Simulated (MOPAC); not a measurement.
MOPAC input (MNDO):

```
MNDO PRECISE GNORM=0.05 LET XYZ CHARGE=-1 GEO-OK AUX(PRECISION=9) THREADS=1
CHO2

O    -1.05613991 1   -0.38056162 1   -0.01204272 1
C     0.01219483 1    0.60892406 1   -0.01345114 1
O     1.11918472 1    0.07877032 1    0.02005673 1
H    -0.57752748 1   -1.23921390 1    0.01659471 1
```

From the last part of the output:

```
                                                       MOPAC v23.2.5 Linux

          FINAL HEAT OF FORMATION =        -83.34976 KCAL/MOL =    -348.73540 KJ/MOL

          COSMO AREA              =         70.72 SQUARE ANGSTROMS
          COSMO VOLUME            =         52.34 CUBIC ANGSTROMS

          GRADIENT NORM           =          0.03374          =       0.01687 PER ATOM
          IONIZATION POTENTIAL    =          2.214363 EV
          HOMO LUMO ENERGIES (EV) =         -2.214  9.321
          NO. OF FILLED LEVELS    =          9
          MOLECULAR WEIGHT        =         45.0177         POINT GROUP:  Cs

          MOLECULAR DIMENSIONS (Angstroms)

            Atom       Atom       Distance
            H     4    O     3     2.34291
            O     3    C     2     1.06443
            O     3    O     1     0.00000

          SCF CALCULATIONS        =         14

   ATOM   CHEMICAL          X               Y               Z
  NUMBER   SYMBOL      (ANGSTROMS)     (ANGSTROMS)     (ANGSTROMS)

     1       O         -1.00828492  *  -0.36875103  *  -0.01137491  *
     2       C         -0.01425807  *   0.57799785  *  -0.01327181  *
     3       O          1.13691088  *   0.10563600  *   0.01979849  *
     4       H         -0.74749956  *  -1.28654885  *   0.01434385  *

                             CARTESIAN COORDINATES

   1    O       -1.008284918    -0.368751026    -0.011374909
   2    C       -0.014258073     0.577997846    -0.013271814
   3    O        1.136910879     0.105636000     0.019798488
   4    H       -0.747499558    -1.286548853     0.014343848

           Empirical Formula: C H O2  =     4 atoms

      MOLECULAR POINT GROUP   :   Cs

                  EIGENVALUES
 -36.11817 -31.19934 -15.26961 -10.65227  -8.04390  -7.47104  -5.34775  -4.78317
  -2.21436   9.32114  11.31635  13.68999  15.51391

              NET ATOMIC CHARGES AND DIPOLE CONTRIBUTIONS

  ATOM NO.   TYPE          CHARGE      No. of ELECS.   s-Pop       p-Pop
    1          O          -0.390779        6.3908     1.82683     4.56395
    2          C          -0.082058        4.0821     1.66130     2.42076
    3          O          -0.612488        6.6125     1.88605     4.72644
    4          H           0.085325        0.9147     0.91468
 DIPOLE           X         Y         Z       TOTAL
 POINT-CHG.    -1.632    -0.221    -0.027     1.647
 HYBRID         0.660    -1.887     0.055     2.000
 SUM           -0.972    -2.108     0.028     2.321

          ATOMIC ORBITAL ELECTRON POPULATIONS

     Atom    s        px        py        pz
    1  O   1.82683   1.57337   1.09769   1.89289
    2  C   1.66130   0.78640   1.07778   0.55659
    3  O   1.88605   1.35679   1.81923   1.55042
    4  H   0.91468

 **********************
 *                    *
 * JOB ENDED NORMALLY *
 *                    *
 **********************

 == MOPAC DONE ==
```

The dipole moment of an ion depends on the origin.
